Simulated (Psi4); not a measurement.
Process, species as SMILES: O=C (CH2-O) + 2 [H][H] (H2) → C (CH4) + O (H2O)
B3LYP-D3(BJ)/def2-TZVP geometries, fixed; electronic energies without zero-point terms.

Basis-set convergence of the energy of full hydrogenation at MP2 with Psi4. All functions are spherical. Density fitting with the program's default auxiliary sets. Cores are frozen. Psi4's default fitting sets serve the pcseg sets less well. No added dispersion term, no relativity. Functions are those of the species that has most. Reference: Hartree-Fock in aug-cc-pVQZ plus the correlation part extrapolated as X^-3 from aug-cc-pVTZ and aug-cc-pVQZ, -61.29 kcal/mol, itself unsure by roughly 0.15 kcal/mol (a third of the extrapolation step and of the last Hartree-Fock step). Deviations are taken from unrounded values.

```tsv
basis	functions	energy of full hydrogenation (kcal/mol)	minus reference (kcal/mol)
pcseg-0	22	-46.32	14.97
def2-SVP	38	-54.88	6.40
6-311G**	48	-54.92	6.37
aug-cc-pVDZ	64	-61.68	-0.39
aug-pcseg-1	64	-59.07	2.21
cc-pVTZ	88	-59.00	2.28
aug-pcseg-2	138	-61.04	0.25
cc-pVQZ	175	-60.35	0.94
aug-pcseg-3	281	-61.37	-0.08
```
